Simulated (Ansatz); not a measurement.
# BaAg2As2: computed properties

Level of theory: DFT PBE, scalar-relativistic, plane waves, PAW in Ansatz.

Settings: cutoff 420 eV, Γ-centred mesh 12×12×12 on the computed 5-atom cell, Gaussian smearing of 0.10 eV; no spin polarisation.

The structure is relaxed at this level of theory with its symmetry kept.

```cif
data_structure
_symmetry_space_group_name_H-M 'I4/mmm'
_symmetry_Int_Tables_number 139
_cell_length_a 4.5840
_cell_length_b 4.5840
_cell_length_c 11.4103
_cell_angle_alpha 90.000
_cell_angle_beta 90.000
_cell_angle_gamma 90.000
_cell_volume 239.76
loop_
_atom_site_label
_atom_site_type_symbol
_atom_site_symmetry_multiplicity
_atom_site_Wyckoff_symbol
_atom_site_fract_x
_atom_site_fract_y
_atom_site_fract_z
_atom_site_occupancy
Ba1 Ba 2 a 0.00000 0.00000 0.00000 1
Ag1 Ag 4 d 0.00000 0.50000 0.25000 1
As1 As 4 e 0.00000 0.00000 0.38422 1
```

Problem. Formation energy from the elements' standard states (uncorrected)?

Solution. -0.504 eV/atom.

Problem. Density of states at the Fermi level?

Solution. 1.87 states/eV per cell.

Problem. Löwdin character within 0.5 eV of the Fermi level?

Solution. As 4p 59 %, Ag 5s 8 %, unprojected 19 %.

Problem. Bader charges (e)?

Solution. Ba (1 in the cell) 1.29, Ag (2 in the cell) -0.06, As (2 in the cell) -0.58.

Spin-orbit coupling is left out, which matters for the bands of heavy elements.

Cost: 1 run of about 4.1 core-minutes, on Arm Neoverse V1 (shared hosts).